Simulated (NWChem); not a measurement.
**CAM-B3LYP/DGauss-DZVP run of SOF2 (thionyl fluoride)**

What is the vertical ionisation energy of SOF2 (thionyl fluoride) at CAM-B3LYP/DGauss-DZVP? 

The results are computed with NWChem 7.3.0.

## (1) The molecule

SOF2 has 4 atoms, charge 0, and is taken as a singlet. SMILES: `O=S(F)F`. The coordinates come from a PBE0-D4/def2-TZVP relaxation.

Bond lengths: O1–S2 1.419 Å, S2–F3 1.588 Å, S2–F4 1.588 Å. Angles: O1–S2–F3 106.5°, O1–S2–F4 106.4°, F3–S2–F4 93.0°.

## (2) The energy at CAM-B3LYP/DGauss-DZVP

Contents of f2os.nw:

```
echo
START f2os
memory 2200 mb
charge 0
GEOMETRY noautosym nocenter noautoz
 O        0.932400       0.066600      -1.017800
 S       -0.151300      -0.426200      -0.245700
 F       -1.124400       0.804200       0.000400
 F        0.343300      -0.444600       1.263100
END
BASIS spherical bse
 * library DGauss-DZVP
END
DFT
 xc xcamb88 1.00 lyp 0.81 vwn_5 0.19 hfexch 1.00
 cam 0.33 cam_alpha 0.19 cam_beta 0.46
 grid fine
 convergence energy 1e-08
 direct
 maxiter 100
 mulliken
 noprint "final vectors analysis"
END
TASK dft energy
```

Launch:

```bash
$ nwchem f2os.nw > f2os.out
```

What it wrote:

```text
[...]
          Wavefunction type:  closed shell.
          No. of atoms     :     4
          No. of electrons :    42
[...]
          Charge           :     0
          Spin multiplicity:     1
[...]
          AO basis - number of functions:    60
[...]
              XC Information
              --------------
                     Hartree-Fock (Exact) Exchange  1.000
                   CAM-Becke88 Exchange Functional  1.000
                      VWN V Correlation Functional  0.190 local
              Lee-Yang-Parr Correlation Functional  0.810
[...]
 d= 0,ls=0.0,diis     1   -672.8520763615 -8.67D+02  2.87D-02  1.54D+00     2.0
[...]
 d= 0,ls=0.0,diis     9   -673.0157197699 -3.68D-09  1.69D-06  7.64D-09    15.5
         Total DFT energy =     -673.015719769855
      One electron energy =    -1315.435717886621
           Coulomb energy =      503.569795452247
    Exchange-Corr. energy =      -55.079328515481
 Nuclear repulsion energy =      193.929531180000
[...]
      Total Density - Mulliken Population Analysis
     ---------------------------------------------
    Atom       Charge   Shell Charges
 -----------   ------   -------------------------------------------------------
    1 O    8     8.50   2.00  0.96  0.87  3.45  1.17  0.04
    2 S   16    14.85   2.00  2.00  1.20  0.56  5.99  2.48  0.19  0.43
    3 F    9     9.33   2.00  0.99  0.95  4.05  1.33  0.01
    4 F    9     9.33   2.00  0.99  0.95  4.05  1.33  0.01
[...]
```

It took 16 s on 1 thread of Intel Xeon Platinum 8259CL at 2.50GHz (Skylake/Cascade Lake), shared host; peak memory 0.11 GiB.

## (3) The doublet cation at the same level

Contents of job.nw:

```
start job
memory stack 880 mb heap 220 mb global 1100 mb
charge 1

geometry noautosym nocenter noautoz
 O        0.932400       0.066600      -1.017800
 S       -0.151300      -0.426200      -0.245700
 F       -1.124400       0.804200       0.000400
 F        0.343300      -0.444600       1.263100
end

basis "ao basis" spherical bse
 * library DGauss-DZVP
end

dft
 xc xcamb88 1.00 lyp 0.81 vwn_5 0.19 hfexch 1.00
 cam 0.33 cam_alpha 0.19 cam_beta 0.46
 mult 2
 grid fine
 convergence energy 1e-08
 direct
 maxiter 100
 mulliken
 print low
end

task dft energy
```

Launch:

```bash
$ nwchem job.nw > job.out
```

What it wrote:

```text
[...]
 d= 0,ls=0.0,diis     1   -672.3345633258 -8.66D+02  1.47D-02  5.25D-01     2.2
[...]
 d= 0,ls=0.0,diis    14   -672.5486765805 -6.45D-09  6.11D-07  4.74D-10    27.6
[...]
         Total DFT energy =     -672.548676580496
      One electron energy =    -1302.058460763959
           Coulomb energy =      490.230069920884
    Exchange-Corr. energy =      -54.649816917420
 Nuclear repulsion energy =      193.929531180000
[...]
      Total Density - Mulliken Population Analysis
     ---------------------------------------------
    Atom       Charge   Shell Charges
 -----------   ------   -------------------------------------------------------
    1 O    8     8.11   2.00  1.01  0.87  3.32  0.86  0.04
    2 S   16    14.54   2.00  2.00  1.21  0.36  5.99  2.49  0.08  0.41
    3 F    9     9.18   2.00  1.01  0.95  4.00  1.20  0.02
    4 F    9     9.18   2.00  1.01  0.95  4.00  1.20  0.02
[...]
      <S2> =      0.7625 (Exact =     0.7500)
[...]
```

Run time: 28 s. Hardware: 1 thread of Intel Xeon Platinum 8259CL at 2.50GHz (Skylake/Cascade Lake), shared host; peak memory 0.11 GiB.

## (4) What came out

At CAM-B3LYP/DGauss-DZVP:

| quantity | value |
| --- | --- |
| singlet SOF2: total energy | -673.01572 Eh |
| singlet SOF2: dipole moment | 2.00 D |
| doublet cation: total energy | -672.54868 Eh |
| doublet cation: ⟨S²⟩ | 0.762 |
| vertical ionisation energy (to the doublet cation) | 12.709 eV |

What this shows: The vertical ionisation energy comes to 12.71 eV (293 kcal/mol). Mulliken charges (singlet SOF2) run from -0.50 on O1 to +1.15 on S2.
